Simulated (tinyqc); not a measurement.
RHF in the sto-3g basis, for OH-, spin multiplicity 1, step by step (part 2 of 2). The basis has no diffuse functions, so it cannot describe the extra electron: this is an exercise in the method, not the real anion. Computed by tinyqc, a small Python program that keeps every step (integrals from PySCF). Command: `OMP_NUM_THREADS=1 python tinyqc.py 24895 24896 out.jsonl` (the two numbers bound the seeds that draw the settings). One thread of a shared host (Intel(R) Xeon(R) Processor @ 2.60GHz), about 0.08 s of CPU time with the checks.

Geometry (angstrom):
```
atom         x         y         z
O     0.000000  0.000000  0.000000
H     0.000000  0.000000  0.875000
```

## Convergence

Stop when the energy changes by less than 1e-10 hartree and every element of the error matrix X^T (F D S - S D F) X is below 3e-06.

Course of the cycle:
```
iteration   E (hartree)     change  largest element of the error matrix
1          -66.82636913          -                             1.12e+01
2          -73.67584975  -6.85e+00                             4.66e-01
3          -73.87621731  -2.00e-01                             2.43e-01
4          -73.95988164  -8.37e-02                             1.70e-01
5          -74.01977674  -5.99e-02                             6.20e-02
6          -74.02747387  -7.70e-03                             2.12e-02
7          -74.02853817  -1.06e-03                             6.79e-03
8          -74.02863663  -9.85e-05                             2.11e-03
9          -74.02864567  -9.04e-06                             6.77e-04
10         -74.02864670  -1.02e-06                             2.13e-04
11         -74.02864680  -1.02e-07                             6.71e-05
12         -74.02864681  -9.79e-09                             2.11e-05
13         -74.02864681  -9.56e-10                             6.63e-06
14         -74.02864681  -9.39e-11                             2.09e-06
```

PySCF RHF in the same basis = -74.02864681 hartree

Converged in 14 iterations.

## Populations, bond orders and dipole

D after iteration 14:
```
            1O 1s      1O 2s     1O 2px     1O 2py     1O 2pz      2H 1s
1O 1s    2.112404  -0.479872   0.000000   0.000000   0.105862  -0.006415
1O 2s   -0.479872   2.162099   0.000002  -0.000001  -0.595857  -0.314309
1O 2px   0.000000   0.000002   2.000000   0.000000   0.000003  -0.000003
1O 2py   0.000000  -0.000001   0.000000   2.000000  -0.000001   0.000001
1O 2pz   0.105862  -0.595857   0.000003  -0.000001   0.682314   0.772700
2H 1s   -0.006415  -0.314309  -0.000003   0.000001   0.772700   0.955059
```

overlap S:
```
           1O 1s     1O 2s    1O 2px    1O 2py    1O 2pz     2H 1s
1O 1s   1.000000  0.236704  0.000000  0.000000  0.000000  0.065506
1O 2s   0.236704  1.000000  0.000000  0.000000  0.000000  0.530172
1O 2px  0.000000  0.000000  1.000000  0.000000  0.000000  0.000000
1O 2py  0.000000  0.000000  0.000000  1.000000  0.000000  0.000000
1O 2pz  0.000000  0.000000  0.000000  0.000000  1.000000  0.420225
2H 1s   0.065506  0.530172  0.000000  0.000000  0.420225  1.000000
```

Mulliken: Z minus the diagonal of D S on the atom; Loewdin: the same with S^(1/2) D S^(1/2); Mayer order: 2 sum_s sum (D(s) S)_ij (D(s) S)_ji over the two atoms.

Charges (e):
```
atom   Mulliken    Loewdin
1O    -0.887291  -0.883079
2H    -0.112709  -0.116921
```

Mayer bond orders:
```
pair     order
2-1   0.987297
```

dipole moment about the origin, x y z (debye): -0.000001  0.000000  0.163307
